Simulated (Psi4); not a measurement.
# BNH5Cl (SMILES [NH3+][BH2-]Cl) at MP2/aug-cc-pVDZ

What is the energy change on altering one bond length of BNH5Cl at MP2/aug-cc-pVDZ? 

Program for the calculation: Psi4 1.11.

1 further run of the same task is left out (set aside as unsound or not needed).

## 1. The system as given

BNH5Cl has 8 atoms, charge 0, and is taken as a singlet. SMILES: `[NH3+][BH2-]Cl`. The shape is that of a GFN2-xTB optimisation.

Bond lengths: N1–B2 1.637 Å, B2–Cl3 1.841 Å, N1–H4 1.017 Å, N1–H5 1.017 Å, N1–H6 1.016 Å, B2–H7 1.184 Å, B2–H8 1.184 Å. Some angles: N1–B2–Cl3 101.1°, N1–B2–H7 108.0°, N1–B2–H8 108.1°, Cl3–B2–H7 111.1°, Cl3–B2–H8 111.1°, B2–N1–H4 107.4°, B2–N1–H5 107.3°, B2–N1–H6 112.2°, H7–B2–H8 116.3°, H4–N1–H5 108.4°.

## 2. A single-point energy at MP2/aug-cc-pVDZ

Input file job.py:

```python
import psi4

psi4.set_memory('1600 MB')
psi4.set_num_threads(1)
psi4.core.set_output_file('bclh5n.out', False)

m = psi4.geometry("""
0 1
N
B 1 1.636824
Cl 2 1.840925 1 101.07868
H 1 1.017048 2 107.39979 3 58.44506
H 1 1.016998 4 108.43888 2 115.69622
H 1 1.01603 5 110.68724 4 -121.49938
H 2 1.183501 1 108.04497 6 -63.07638
H 2 1.183704 7 116.29602 1 -121.6547
units angstrom
symmetry c1
""")

psi4.set_options({
    'basis': 'aug-cc-pVDZ',
    'puream': True,
    'e_convergence': 1e-09,
    'd_convergence': 1e-08,
    'scf_type': 'pk',
    'num_frozen_docc': 7,
    'mp2_type': 'conv',
})

E = psi4.energy("mp2")
print(f'mp2 energy: {E:.10f} Eh')
for k, v in sorted(psi4.core.scalar_variables().items()):
    print(f'{k:45s} {v:18.10f}')
```

Started as:

```console
$ python job.py
```

bclh5n.out, shortened:

```text
[...]
  Running in c1 symmetry.
[...]
  Nuclear repulsion =   99.933953819904971
[...]
  Multiplicity = 1
[...]
  Nalpha       = 17
  Nbeta        = 17
[...]
    Number of basis functions: 118
[...]
   @RHF iter   1:  -541.51932153803898   -4.27738e-01   3.37892e-03 DIIS/ADIIS
[...]
   @RHF iter  11:  -541.61438710988318   -4.88853e-12   3.46955e-09 DIIS
[...]
    Orbital Energies [Eh]
    ---------------------
    Doubly Occupied:
       1A   -104.771619     2A    -15.666237     3A    -10.499888
       4A     -7.967045     5A     -7.965098     6A     -7.964863
       7A     -7.599245     8A     -1.270679     9A     -1.046676
      10A     -0.750296    11A     -0.745742    12A     -0.723818
      13A     -0.551793    14A     -0.492132    15A     -0.468720
      16A     -0.410299    17A     -0.386361
[...]
  @RHF Final Energy:  -541.61438710988318
   => Energetics <=
    Nuclear Repulsion Energy =             99.9339538199049713
    One-Electron Energy =                -944.5356587838931546
    Two-Electron Energy =                 302.9873178541050152
    Total Energy =                       -541.6143871098831823
[...]
 Multipole Moments:
 ------------------------------------------------------------------------------------
     Multipole            Electronic (a.u.)      Nuclear  (a.u.)        Total (a.u.)
 ------------------------------------------------------------------------------------
 L = 1.  Multiply by 2.5417464519 to convert [e a0] to [Debye]
 Dipole X            :          0.0007521           -0.0008767           -0.0001246
 Dipole Y            :         -4.2607899            5.2197647            0.9589747
 Dipole Z            :          2.2858270           -4.4815446           -2.1957176
 Magnitude           :                                                    2.3959984
[...]
	SCS-MP2 Total Energy (a.u.)        :  -542.05937230646327
	SOS-MP2 Total Energy (a.u.)        :  -542.02364032518926
	SCSN-MP2 Total Energy (a.u.)       :  -541.80305197100984
[...]
	SOS-PI-MP2 Total Energy (a.u.)     :  -542.09184919440702
[...]
	MP2 Total Energy (a.u.)            :  -542.06262739979354
[...]
```

On the terminal:

```text
mp2 energy: -542.0626273998 Eh
CURRENT CORRELATION ENERGY                         -0.4482402899
CURRENT ENERGY                                   -542.0626273998
CURRENT REFERENCE ENERGY                         -541.6143871099
DD SOLVATION ENERGY                                 0.0000000000
HF KINETIC ENERGY                                 541.6165288240
HF POTENTIAL ENERGY                             -1083.2309159339
HF TOTAL ENERGY                                  -541.6143871099
HF VIRIAL RATIO                                     1.9999960457
MP2 CORRELATION ENERGY                             -0.4482402899
MP2 DOUBLES ENERGY                                 -0.4482402899
MP2 OPPOSITE-SPIN CORRELATION ENERGY               -0.3410443461
MP2 SAME-SPIN CORRELATION ENERGY                   -0.1071959438
MP2 SINGLES ENERGY                                  0.0000000000
MP2 TOTAL ENERGY                                 -542.0626273998
NUCLEAR REPULSION ENERGY                           99.9339538199
ONE-ELECTRON ENERGY                              -944.5356587839
PCM POLARIZATION ENERGY                             0.0000000000
PE ENERGY                                           0.0000000000
SCF ITERATION ENERGY                             -541.6143871099
SCF ITERATIONS                                     11.0000000000
SCF TOTAL ENERGY                                 -541.6143871099
SCS(N)-MP2 CORRELATION ENERGY                      -0.1886648611
SCS(N)-MP2 TOTAL ENERGY                          -541.8030519710
SCS-MP2 CORRELATION ENERGY                         -0.4449851966
SCS-MP2 TOTAL ENERGY                             -542.0593723065
SCS-MP2-VDW CORRELATION ENERGY                     -0.4901347349
SCS-MP2-VDW TOTAL ENERGY                         -542.1045218448
SOS-MP2 CORRELATION ENERGY                         -0.4092532153
SOS-MP2 TOTAL ENERGY                             -542.0236403252
SOS-PI-MP2 CORRELATION ENERGY                      -0.4774620845
SOS-PI-MP2 TOTAL ENERGY                          -542.0918491944
TWO-ELECTRON ENERGY                               302.9873178541
```

It took 32 s on 1 thread of Intel Xeon Platinum 8259CL at 2.50GHz (Skylake/Cascade Lake), shared host; peak memory 0.97 GiB.

## 3. The distorted shape

Input file input.in:

```
memory 1600 mb

molecule {
  0 1
  N
  B 1 r2
  Cl 2 r3 1 a3
  H 1 r4 2 a4 3 d4
  H 1 r5 4 a5 2 d5
  H 1 r6 5 a6 4 d6
  H 2 r7 1 a7 6 d7
  H 2 r8 7 a8 1 d8

  r2 = 1.636824
  r3 = 1.840925
  a3 = 101.07868
  r4 = 1.017048
  a4 = 107.39979
  d4 = 58.44506
  r5 = 1.016998
  a5 = 108.43888
  d5 = 115.69622
  r6 = 1.01603
  a6 = 110.68724
  d6 = -121.49938
  r7 = 1.361
  a7 = 108.04495
  d7 = -63.07638
  r8 = 1.183704
  a8 = 116.29603
  d8 = -121.65469
  symmetry c1
  no_reorient
  no_com
}

set globals {
  basis           aug-cc-pVDZ
  puream          true
  e_convergence   1e-09
  d_convergence   1e-08
  scf_type        pk
  num_frozen_docc 7
  mp2_type        conv
}

energy("mp2")
print_variables()
```

Started as:

```console
$ psi4 -n 1 input.in input.out
```

input.out, shortened:

```text
[...]
  Running in c1 symmetry.
[...]
  Nuclear repulsion =   99.333818926602348
[...]
  Multiplicity = 1
[...]
  Nalpha       = 17
  Nbeta        = 17
[...]
    Number of basis functions: 118
[...]
   @RHF iter   1:  -541.51458513955470   -4.75427e-01   3.33349e-03 ADIIS/DIIS
[...]
   @RHF iter  11:  -541.60658464454298   -5.45697e-12   3.38594e-09 DIIS
[...]
    Orbital Energies [Eh]
    ---------------------
    Doubly Occupied:
       1A   -104.776116     2A    -15.669951     3A    -10.504283
       4A     -7.971451     5A     -7.969465     6A     -7.969237
       7A     -7.620460     8A     -1.273987     9A     -1.050602
      10A     -0.753161    11A     -0.748467    12A     -0.719950
      13A     -0.549648    14A     -0.485085    15A     -0.464476
      16A     -0.412635    17A     -0.381774
[...]
  @RHF Final Energy:  -541.60658464454298
   => Energetics <=
    Nuclear Repulsion Energy =             99.3338189266023477
    One-Electron Energy =                -943.2393179017940383
    Two-Electron Energy =                 302.2989143306486994
    Total Energy =                       -541.6065846445429770
[...]
 Multipole Moments:
 ------------------------------------------------------------------------------------
     Multipole            Electronic (a.u.)      Nuclear  (a.u.)        Total (a.u.)
 ------------------------------------------------------------------------------------
 L = 1.  Multiply by 2.5417464519 to convert [e a0] to [Debye]
 Dipole X            :         -0.2540881            0.1338671           -0.1202211
 Dipole Y            :         -4.4263104            5.2875882            0.8612778
 Dipole Z            :          2.1948553           -4.4323997           -2.2375445
 Magnitude           :                                                    2.4005953
[...]
	SCS-MP2 Total Energy (a.u.)        :  -542.05265071403915
	SOS-MP2 Total Energy (a.u.)        :  -542.01695706092642
	SCSN-MP2 Total Energy (a.u.)       :  -541.79504713297808
[...]
	SOS-PI-MP2 Total Energy (a.u.)     :  -542.08535246365705
[...]
	MP2 Total Energy (a.u.)            :  -542.05564261753398
[...]
```

Run time: 34 s. Hardware: 1 thread of Intel Xeon Platinum 8259CL at 2.50GHz (Skylake/Cascade Lake), shared host; peak memory 0.97 GiB.

## 4. What came out

Level: MP2/aug-cc-pVDZ, 7 core orbitals frozen.

| quantity | value |
| --- | --- |
| first shape: total energy | -542.06263 Eh |
| first shape: HOMO energy (Hartree–Fock orbitals) | -10.51 eV |
| first shape: LUMO energy (Hartree–Fock orbitals) | 0.44 eV |
| first shape: HOMO–LUMO gap (Hartree–Fock orbitals) | 10.95 eV |
| first shape: correlation energy (7 core orbitals frozen) | -448.2 mEh |
| distorted shape: total energy | -542.05564 Eh |
| distorted shape: HOMO energy (Hartree–Fock orbitals) | -10.39 eV |
| distorted shape: LUMO energy (Hartree–Fock orbitals) | 0.43 eV |
| distorted shape: HOMO–LUMO gap (Hartree–Fock orbitals) | 10.82 eV |
| distorted shape: correlation energy (7 core orbitals frozen) | -449.1 mEh |
| energy change with the B2–H7 bond stretched from 1.184 to 1.361 Å | 0.190 eV |

**Reading.** With the B2–H7 bond stretched from 1.184 to 1.361 Å the energy rises by 0.19 eV (18.3 kJ/mol). The first shape isn't relaxed at this level, so the change isn't measured from a minimum.
